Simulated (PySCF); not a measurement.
Results of PBE (GTH pseudopotentials, Gaussian basis; PySCF) for rock-salt MgS.

Cell (measured lattice):

```yaml
crystal:
  lattice:
    - [0.00000, 2.60165, 2.60165]
    - [2.60165, 0.00000, 2.60165]
    - [2.60165, 2.60165, 0.00000]
  atoms:
    - { symbol: Mg, position: [0.00000, 0.00000, 0.00000] }
    - { symbol: S, position: [0.50000, 0.50000, 0.50000] }
```

Problem. Predict the band gap and smallest direct gap on the k points sampled.

Solution. 
* **band gap**: 2.78 eV ± 0.06
* **smallest direct gap on the k points sampled**: 3.69 eV ± 0.04

Note: cell and atoms aren't relaxed at this level.

A ± is a rough bar: the spread of an extrapolation, a floor set from checks against published values, or a statistical error.
